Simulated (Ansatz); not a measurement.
## Ansatz (development build ahead of 0.2.0) run

```yaml
crystal:
  periodic: [false, false, false]
  atoms:
    - { symbol: Mg, position_ang: [0.01056, 0.04806, -1.18093] }
    - { symbol: B, position_ang: [0.00936, -0.04704, 1.20392] }
basis:
  gaussian: { orbitals: def2-SVP }
magnetization:
  initial_magnetization: 1
hamiltonian:
  xc: hf
correlation:
  method: mp2
  frozen_orbitals: { B: 1, Mg: 1 }
```

The input is written out in the form of the current development build from the run's settings. Correlation on restricted open-shell orbitals is semicanonical, with singles.

Output:

```
Converged                                                          : yes
Reference energy                                                   : -224.02104 hartree
Correlation energy                                                 : -0.08428 hartree
Total energy                                                       : -224.10532 hartree
Spin squared of the determinant                                    : 0.750
Stability test                                                     : minimum among restricted orbitals
Occupied orbitals by symmetry in an Abelian subgroup (alpha; beta) : 6 A1 2 B1 1 B2; 6 A1 1 B1 1 B2
```

Messages of the program:
```
mean field -6095.92316139 eV, -224.0210442158 hartree, gradient 2.4e-6 eV, S^2 0.750000; 11 other ends of a descent, 0 dependent functions left out
with unlike orbitals of the spins -6096.73863816 eV, -224.0510124346 hartree, S^2 1.5818
```

Caution: an unrestricted determinant lies well below.
